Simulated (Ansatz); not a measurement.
# PH2+ (triplet): wave-function methods side by side at a displaced geometry (v2), cc-pVDZ

How much of the correlation energy of PH2+ (triplet) does each wave-function method recover here?

Program: Ansatz 0.2.0, Gaussian basis. Level of theory: cc-pVDZ, core rule «outside noble gas», up to 5 orbitals frozen. These are calculated values, not measurements.

To be run: UHF; CCSD(T) on ROHF; CCSD(T) on UHF; BCCD(T) on ROHF; CISD; CCSDT(Q) on ROHF; CCSDT(Q) on UHF; CCSDTQ on ROHF; CASSCF and MRCISD+Q, 6 electrons in 6 orbitals; CASSCF and NEVPT4(SD), 6 electrons in 6 orbitals; CASSCF and NEVPT2, 6 electrons in 6 orbitals; Full CI.

18 further runs of the same task are left out: 5 that didn't finish, 13 set aside as unsound or not needed.

## (1) The system

The geometry is a PBE0/def2-TZVP stationary point (not a proven minimum) with its atoms shifted at random (size 0.100 Å).

3 atoms, charge 1, spin multiplicity 3.

Atoms are counted from 1 here; the program's logs count them from 0.

Bond lengths: P1–H2 1.420 Å, P1–H3 1.410 Å. Angles: H2–P1–H3 121.8°.

As a file:

```xyz
3

P     0.00773   -0.04133   -0.00046
H    -0.15714    0.65131   -1.22858
H    -0.08052    0.61888    1.24267
```

## (2) UHF

The input, in.yaml:

```yaml
crystal:
  periodic: [false, false, false]
  atoms:
    - {symbol: P, position_ang: [0.007734, -0.041334, -0.000459]}
    - {symbol: H, position_ang: [-0.157140, 0.651305, -1.228583]}
    - {symbol: H, position_ang: [-0.080520, 0.618881, 1.242673]}
basis:
  gaussian: {orbitals: cc-pVDZ}
total_charge: 1
magnetization: {spin_polarized: true, initial_magnetization: 2}
hamiltonian: {xc: hf}
output: {orbitals: {seedname: orbitals}}
```

Run with:

```console
> ansatz run in.yaml --threads 1 --pin off --events-out ev --progress --plain --max-ram 2393MiB
```

After this run come: CCSD(T) on ROHF; CCSD(T) on UHF; BCCD(T) on ROHF; CISD; CCSDT(Q) on ROHF; CCSDT(Q) on UHF; CCSDTQ on ROHF; CASSCF and MRCISD+Q, 6 electrons in 6 orbitals; CASSCF and NEVPT4(SD), 6 electrons in 6 orbitals; CASSCF and NEVPT2, 6 electrons in 6 orbitals; Full CI.

**Question.** What will the summary of the whole plan be? Wanted: FCI below the RHF energy; RMP2 from FCI; UMP2 from FCI; RCCSD from FCI; RCCSD(T) from FCI; UCCSD(T) from FCI; RCCSDT(Q) from FCI; UCCSDT(Q) from FCI; NEVPT2 valence from FCI.

**Answer**, as computed:

| quantity | value |
| --- | --- |
| FCI below the RHF energy | -2.9524 eV |
| RMP2 from FCI | +16.06 kcal/mol |
| UMP2 from FCI | +15.98 kcal/mol |
| RCCSD from FCI | +1.76 kcal/mol |
| RCCSD(T) from FCI | +0.42 kcal/mol |
| UCCSD(T) from FCI | +0.41 kcal/mol |
| RCCSDT(Q) from FCI | 0.00 kcal/mol |
| UCCSDT(Q) from FCI | -0.01 kcal/mol |
| NEVPT2 valence from FCI | +12.66 kcal/mol |
| NEVPT4(SD) valence from FCI | +1.62 kcal/mol |
| MRCISD+Q valence from FCI | +0.16 kcal/mol |
| levels within 1 kcal/mol (43 meV) | RCCSD(T), UCCSD(T), BCCD(T), RCCSDT, UCCSDT, RCCSDT(Q), UCCSDT(Q), RCCSDTQ, MRCISD+Q valence |
| T1 diagnostic | 0.020 |
| effectively unpaired electrons | 2.03 |

What this shows: RCCSD(T) lands +0.42 kcal/mol from the yardstick (0.6 % of the correlation energy). One determinant dominates. Of the multireference levels listed MRCISD+Q valence comes nearest in total energy (+0.16 kcal/mol), which doesn't show that its space is the better one. These misses are within one basis, not against nature; the frozen cores of restricted and unrestricted runs differ, which can shift their rows.
